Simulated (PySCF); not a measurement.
methanethiol (CH₄S), SMILES CS. Atoms are numbered in the order given.

```xyz
6

C      0.0201    -1.1559     0.0000
S     -0.0873     0.6632     0.0000
H      0.5227    -1.5289     0.9003
H     -1.0149    -1.5196     0.0000
H      0.5227    -1.5289    -0.9003
H      1.2448     0.9012     0.0000
```

Geometry optimised at PBE-D3(BJ)/def2-TZVP.

Method: PBE-D3(BJ)/def2-TZVP run with PySCF.

Frequencies are harmonic and unscaled.

```csv
mode,ν (cm⁻¹),IR (km/mol),moving atoms (share of kinetic energy)
1,237,14.0,H 98 %
2,693,1.3,"C 50 %, S 31 %, H 19 %"
3,779,0.5,"H 88 %, C 11 %"
4,939,6.3,"H 84 %, C 14 %"
5,1060,11.3,"H 80 %, C 15 %"
6,1305,4.7,"H 87 %, C 13 %"
7,1422,4.8,H 95 %
8,1436,8.7,H 96 %
9,2614,3.6,H 97 %
10,2987,23.8,H 98 %
11,3072,8.3,"H 90 %, C 10 %"
12,3077,6.1,"H 91 %, C 9 %"
```
